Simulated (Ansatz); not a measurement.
## Sn: one input, then a changed one

The cell was built from the diamond type and relaxed in the same program; it needn't be a known or the stable phase. The listed cell was then made from it by scaling, straining or moving an atom.

First run: DFT, PBE, PAW with Ansatz's default frozen-core files, scalar-relativistic (Ansatz 0.2.0).

Command: `ansatz run input.yaml --threads 1 --pin off --max-ram 2048MiB --backend cpu --events-out ev --progress --plain --runs-dir out` The run took 3.6 s on 1 thread of Arm Neoverse V1 (shared host), peak memory 0.36 GiB.

```yaml
crystal:
  lattice:
    - [0.0, 3.2942374582, 3.2942374582]
    - [3.2942374582, 0.0, 3.2942374582]
    - [3.2942374582, 3.2942374582, 0.0]
  atoms:
    - { symbol: Sn, position: [0.0, 0.0, 0.0] }
    - { symbol: Sn, position: [0.25, 0.25, 0.25] }
kpoints:
  mp_grid: { grid: [9, 9, 9] }
scf:
  occupations: { method: fermi_dirac, width: 0.05 }
hamiltonian:
  xc: pbe
  pseudopotentials: { kind: paw }
output:
  forces: true
  stress: true
  eigenvalues: true
  efg: { contact_densities: true }
```

Result: converged; pressure 1.18 GPa; no gap on the k mesh; 6 SCF iterations.

Spin–orbit coupling is left out, though it moves levels of the heavy atoms by tenths of an eV or more.

The input is then changed:

```diff
@@ -11,4 +11,5 @@
 scf:
   occupations: { method: fermi_dirac, width: 0.05 }
+  algorithm: direct_min
 hamiltonian:
   xc: pbe
@@ -19,3 +20,9 @@
   eigenvalues: true
   efg: { contact_densities: true }
+  write_density: true
+  write_potential: true
+  elf: true
+  volumetric_format: npy
+basis:
+  ecutwfc: "250 eV"
```

What does the second run give?

It converged; energy at zero smearing +554.3 meV/atom from the first run; pressure 1.85 GPa; no gap on the k mesh; 6 SCF iterations. Some of these settings are too coarse for converged properties.
